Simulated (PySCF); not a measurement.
Results of LNO-CCSD(T) (GTH pseudopotentials, Gaussian basis, TZ basis; PySCF) for zinc-blende GaP.

The same calculation (at the measured cell, 20.240 Å³/atom) with different numerical settings; throughout: k mesh 2×2×2:

```tsv
run	LNO threshold	total energy (eV/atom)	rough time
1	3e-05	-1129.0340	20 core-min
2	1e-05	-1129.0296	80 core-min
3	3e-06	-1129.0274	6 core-h
```

In the column total energy (eV/atom) the first row differs from the last by -0.0066 and the next to last by -0.0022.

The last row is no converged limit: other settings stay fixed.
